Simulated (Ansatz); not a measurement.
`CC=C=CCl` and `CC=C=C(O)Cl` differ in one atom or group.

Ansatz, PBE0-D4/def2-TZVP geometries, multiplicity 1. Each molecule was computed in one conformer, which needn't be the lowest.

| property | `CC=C=CCl` |
| --- | --- |
| LUMO energy (ωB97M-V/def2-TZVPP) / eV | 1.70 |
| HOMO–LUMO gap (B3LYP/def2-TZVPP) / eV | 6.32 |
| size of the dipole moment (ωB97M-V/def2-TZVPP) / D | 2.13 |
| LUMO energy (PBE/def2-TZVPP) / eV | -1.45 |
| HOMO energy (B3LYP/def2-TZVPP) / eV | -6.99 |
| size of the dipole moment (B3LYP/def2-TZVPP) / D | 2.14 |

Task: What does the change do to each property? (Best estimate.)

Result: Ansatz gave: 
```json
{"property": "LUMO energy (ωB97M-V/def2-TZVPP) / eV", "`CC=C=C(O)Cl`": "1.54", "shift": "-0.16"}
{"property": "HOMO–LUMO gap (B3LYP/def2-TZVPP) / eV", "`CC=C=C(O)Cl`": "5.64", "shift": "-0.68"}
{"property": "size of the dipole moment (ωB97M-V/def2-TZVPP) / D", "`CC=C=C(O)Cl`": "2.94", "shift": "0.81"}
{"property": "LUMO energy (PBE/def2-TZVPP) / eV", "`CC=C=C(O)Cl`": "-1.55", "shift": "-0.10"}
{"property": "HOMO energy (B3LYP/def2-TZVPP) / eV", "`CC=C=C(O)Cl`": "-6.42", "shift": "0.57"}
{"property": "size of the dipole moment (B3LYP/def2-TZVPP) / D", "`CC=C=C(O)Cl`": "2.92", "shift": "0.78"}
```

With PBE0 the HOMO rises by 0.59 eV and the LUMO falls by 0.12 eV, so the gap narrows by about 0.71 eV. PBE moves the HOMO by 0.63 eV and ωB97M-V by 0.58 eV. Dipoles are sizes alone; their direction can turn.

B3LYP here is the variant with VWN-RPA as its local correlation; programs differ in this.
